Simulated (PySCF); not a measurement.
# BH2: the cost of one run

Computed with PySCF 2.14.0. Level: levels as typed in each script, gas phase, geometry from GFN2-xTB.

## (1) The system as given

SMILES `[BH2]`, 3 atoms, charge 0, spin multiplicity 2.

Bond lengths: B1–H2 1.159 Å, B1–H3 1.159 Å. Angles: H2–B1–H3 128.4°.

As a file:

```
B     0.0000    0.1443    0.0000
H     1.0435   -0.3607    0.0000
H    -1.0435   -0.3607    0.0000
```

## (2) Density, bond paths and surface potential (LDA (SVWN)/cc-pvtz)

The input, input.py:

```python
import numpy as np
from pyscf import gto, scf, dft
from pyscf.scf import atom_ks, atom_hf
from scipy.linalg import block_diag

def solve(mol, dm0=None, hcore=None):
    mf = (dft.UKS if mol.spin else dft.RKS)(mol, xc='svwn')
    mf.grids.level = 3
    mf = mf.density_fit(auxbasis='def2-universal-jkfit')
    mf.conv_tol, mf.max_cycle = 1e-8, 80
    if hcore is not None:
        mf.get_hcore = lambda *args: hcore
    mf.kernel(dm0)
    if not mf.converged:
        mf = mf.newton().run(mf.mo_coeff, mf.mo_occ, max_cycle=30)
    assert mf.converged, 'SCF not converged'
    return mf

mol = gto.M(atom='''
B      0.00000     0.14428     0.00000
H      1.04351    -0.36071     0.00000
H     -1.04351    -0.36071     0.00000
''', basis='cc-pvtz', charge=0, spin=1, verbose=4)
mf = solve(mol)
mf.analyze()
# spherically averaged free atoms, for the promolecule
atm = atom_ks.get_atm_nrks(mol, xc='svwn')
pro = block_diag(*[(atm[a[0]][2] * atm[a[0]][3]) @ atm[a[0]][2].T for a in mol._atom])
np.savez('result.npz', e=mf.e_tot, c=mf.mo_coeff, occ=mf.mo_occ, eps=mf.mo_energy, pro=pro, dip=mf.dip_moment(verbose=0), s2=mf.spin_square()[0])
```

Run with:

```bash
> OMP_NUM_THREADS=1 python input.py
```

What time and memory should one allow on 1 thread of Arm Neoverse V2, shared host?

About 2 s, with a peak of 0.17 GiB.
